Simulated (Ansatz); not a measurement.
Relaxation of FH₅Si (7 atoms, charge 0, multiplicity 1), to a largest force component of 0.02 eV/Å in at most 40 steps.

Computed with Ansatz 0.2.0, RKS PBE0-D4/cc-pVDZ.

```xyz
7
Properties=species:S:1:pos:R:3
H -0.317 -0.055 -3.157
H 0.435 0.049 -2.976
Si 0.055 0.023 1.180
F -1.297 -0.351 1.963
H -0.305 0.011 -0.228
H 1.004 -1.017 1.545
H 0.426 1.340 1.673
```

Task: Where does it end, and by what steps?

Result: The forces met the threshold. After 3 steps the energy has fallen by 0.123 eV; F4 moved furthest, 0.11 Å.

```json
{"step": "0", "energy less start (eV)": "0.0000", "largest force component (eV/Å)": "1.508", "accepted": "yes"}
{"step": "1", "energy less start (eV)": "-0.1116", "largest force component (eV/Å)": "0.651", "accepted": "yes"}
{"step": "2", "energy less start (eV)": "-0.1222", "largest force component (eV/Å)": "0.198", "accepted": "yes"}
{"step": "3", "energy less start (eV)": "-0.1229", "largest force component (eV/Å)": "0.015", "accepted": "yes"}
```

```xyz
7
Properties=species:S:1:pos:R:3
H -0.305 -0.054 -3.257
H 0.431 0.047 -3.090
Si 0.018 0.013 1.244
F -1.369 -0.371 2.049
H -0.282 0.020 -0.219
H 1.046 -1.021 1.571
H 0.461 1.365 1.702
```

The run took 9.3 s on 1 CPU thread of a shared host.
